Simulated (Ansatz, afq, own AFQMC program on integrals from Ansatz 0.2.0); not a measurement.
## Where AFQMC and coupled cluster stand for Nb, sextet

A free Nb atom.

Basis def2-TZVPP with its core potentials. Noble-gas cores (and the filled d shells of Ga–Kr and In–Xe) are frozen. AFQMC by an in-house program on the Cholesky factors that Ansatz 0.2.0 writes for its CCSD(T) run. ph-AFQMC/CISD is guided by a CISD state made of CCSD amplitudes; releasing the constraint for a short imaginary time cuts its bias at the price of noise, slowly where states lie close. Uncertainties: one standard error, sampling alone. No spin–orbit coupling. The metal's outer-core s and p shells are frozen, which shifts wave-function levels against functionals.

Determinant: UHF, the one that the program's search chose, which needn't be the lowest solution.

Full CI on the same integrals is exact in this basis and with this determinant's frozen core.

Cautions: no spin-orbit coupling; outer-core shells of the metal frozen; the released energies get too noisy after the second time (errors over twice the walk's own, or jumping), so no released level is given (meV from the phaseless value at times in 1/Eh: -27 ± 14 at 0.24, 2 ± 5 at 0.50, 9 ± 13 at 1.00, 411 ± 429 at 1.50).

The T1 diagnostic is 0.0097, the weight of the determinant in the CISD state is 0.963 and the ⟨S²⟩ of the determinant is 8.755. The size of the correlated space is 5 electrons in 52 orbitals.

| level | correlation energy (eV) |
| --- | --- |
| MP2 | -1.3661 |
| CCSD | -1.5938 |
| CCSD(T) | -1.6343 |

Estimate where phaseless AFQMC with the Hartree–Fock trial lies against CCSD(T) on the same integrals.

3.95 ± 0.42 mEh above CCSD(T).

Reference: full CI, correlation energy -1.644 eV.

```
        level  E − E(reference) (mEh)  share of correlation (%)
      CCSD(T)                    0.36                     99.40
        CCSDT                    0.03                     99.95
     CCSDT(Q)                    0.00                     99.99
  ph-AFQMC/HF             4.31 ± 0.42                     92.87
ph-AFQMC/CISD             0.58 ± 0.03                     99.04
```

CCSDT and higher add their correlation energy to the determinant of the CCSD(T) run, since their own runs factorise the integrals more tightly (a shift of under 2 meV).
